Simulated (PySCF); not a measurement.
Si(H)4 cation (H4Si), SMILES [SiH4] (connectivity only; charge and spin as stated), charge +1, multiplicity 2.

Geometry: PBE-D3(BJ)/def2-TZVPD. The geometry has at least one imaginary mode, so it is a saddle point at that level. The multiplicity is an assumed one; other spin states were not compared. The isomer is the one that the SMILES or the coordinates give; other isomers of the formula were not compared.

Computed with PBE-D3(BJ)/def2-TZVPD (PySCF).

Frequencies are harmonic and unscaled.

Modes within 1.5 cm⁻¹ of each other (mostly degenerate sets) share a row, with their intensities summed.

Computed harmonic wavenumbers and intensities:
| mode | ν (cm⁻¹) | IR (km/mol) | moving atoms (share of kinetic energy) |
|---|---|---|---|
| 1 | 1165i | 0.0 | H 100 % |
| 2–3 | 329 | 82.7 | H 92 %, Si 8 % |
| 4 | 754 | 26.4 | H 87 %, Si 13 % |
| 5 | 1093 | 0.0 | H 100 % |
| 6 | 1652 | 0.0 | H 100 % |
| 7–8 | 1823 | 225.0 | H 96 % |
| 9 | 1916 | 0.0 | H 100 % |
